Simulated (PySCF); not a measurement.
**Electronic absorption of [C3H10N]+**

Compound: C3H10N (charge +1).
SMILES: `C[NH+](C)C`

The calculation used TDDFT PBE0/def2-SVPD, vertical, gas phase, core orbitals frozen in the response (PySCF). Isolated species at its GFN2-xTB geometry, gas phase.

Task: List the vertical singlet excitations with oscillator strengths and describe the spectrum.

Result: 

```tsv
state	E (eV)	E (kJ/mol)	λ (nm)	f	symmetry	main configurations (H = HOMO, L = LUMO)
S1	10.35	999	119.8	0.0000	–	H→L (98%)
S2	10.57	1020	117.3	0.027	E	H-2/H-1→L (98%)
S3	10.57	1020	117.3	0.027	E	H-2/H-1→L (98%)
S4	10.63	1025	116.7	0.0015	–	H-3→L (99%)
S5	11.25	1085	110.2	0.0001	–	H-4→L (96%)
S6	11.25	1085	110.2	0.0001	–	H-5→L (96%)
S7	11.86	1144	104.5	0.0000	–	H→L+1 (93%)
```

Triplets, Tamm–Dancoff:

```tsv
state	E (eV)	λ (nm)	main configurations (H = HOMO, L = LUMO)
T1	10.15	122.1	H→L (83%), H-3→L (12%)
T2	10.16	122.1	H-3→L (83%), H→L (12%)
```

The lowest singlet comes at 120 nm (999 kJ/mol) in the vacuum ultraviolet; it is dark (f under 0.0005); its leading configuration is HOMO→LUMO (98%). The most intense listed level is S2/S3 at 10.57 eV (117 nm, f = 0.053 summed), 0.22 eV above S1. S2/S3 and S5/S6 lie within about 0.01 eV of each other in each set; the point group C3v has degenerate representations, and within a degenerate level the listed configurations can mix freely. Löwdin shares by element: HOMO carbon 56%, hydrogen 7% or more (atoms not listed hold the other 37%); LUMO hydrogen 25% or more, carbon 21% or more, nitrogen 13% (atoms not listed hold the other 40%). Of the 7 states listed, 2 reach f = 0.01 and 4 stay under 0.0005. The oscillator strengths of these states sum to 0.055; summed over the whole spectrum of an exact calculation they would give the number of electrons, 34 (Thomas–Reiche–Kuhn). Weighted by f, the mean energy of these states is 10.58 eV. Symmetry labels in C3v follow from the direction of the transition dipole and are given only for states with f of 0.002 or more. Orbitals of the list HOMO-3 to LUMO+2 that lie within 0.01 eV of each other are written together with a slash and their weights summed (≥ marks a lower bound); for degenerate orbitals outside that list single weights are arbitrary. Only the lowest 8 singlets were computed, as vertical energies without vibronic structure. The highest level found (12.01 eV, f 0.0050 so far) is left out, since the window may have cut off a degenerate partner.
